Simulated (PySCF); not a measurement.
Potential energy curve for SiO, singlet.

- UKS-B3LYP = PySCF with unrestricted B3LYP/6-31G
- CASSCF(10,8)/6-31G (PySCF)
- RCCSD = PySCF 2.14.0 with CCSD on RHF/6-31G, 6 core orbitals frozen
- UHF/6-31G (PySCF)

Energies are in kJ/mol, each relative to the lowest point of its own curve near equilibrium.

```tsv
R / Å	UKS-B3LYP	CASSCF(10,8)	RCCSD	UHF
1.12	1265.9	1312.6	1300.2	1209.9
1.21	677.3	710.8	699.9	625.6
1.29	357.6	381.7	372.8	?
1.35	203.6	221.7	214.4	166.9
1.42	90.0	101.9	96.5	63.5
1.46	49.2	57.9	53.8	?
1.51	17.3	22.2	19.7	5.9
1.55	4.0	6.1	5.0	0.0
1.58	0.0	0.0	0.0	?
1.67	11.1	5.0	8.7	22.1
1.75	41.6	30.0	37.8	38.6
1.89	121.0	?	115.8	80.5
2.06	231.7	198.9	227.5	143.2
2.28	352.7	320.9	345.0	208.1
2.50	439.4	418.1	417.5	226.4
2.68	492.3	476.0	—	?
3.02	554.6	540.4	—	236.7
3.35	585.0	567.5	—	239.9
3.68	602.5	574.0	—	242.2
4.11	615.4	576.8	—	244.4
4.54	622.1	577.9	—	245.9
5.34	626.8	578.6	—	?
5.99	627.5	578.7	—	247.5
```

### Question
Some entries are withheld; supply them.

### Answer

- 1.29, UHF: 313.5
- 1.46, UHF: 29.1
- 1.58, UHF: 1.7
- 1.89, CASSCF(10,8): 99.2
- 2.68, UHF: 231.4
- 5.34, UHF: 247.2

A dash means that the run gave no value there, or that the column was ended at a point which the program doubted or which failed a test of continuity chosen for this set; such a test can also cut sound points.

The unrestricted solution behind UKS-B3LYP changes between 2.06 and 2.28 Å, which can leave a kink. The unrestricted determinant behind UKS-B3LYP is spin-contaminated at 2.06 to 5.99 Å (<S²> up to 2.0, against 0.00 for a pure singlet). The natural occupations jump between 3.35 and 3.68 Å in the active space behind CASSCF(10,8). The T1 diagnostic of CCSD on the restricted reference of RCCSD exceeds 0.045 at 1.75 to 3.68 Å. The unrestricted solution behind UHF changes between 2.06 and 2.28 Å and between 2.28 and 2.50 Å, which can leave a kink. The unrestricted determinant behind UHF is spin-contaminated at 1.67 to 5.99 Å (<S²> up to 2.0, against 0.00 for a pure singlet).
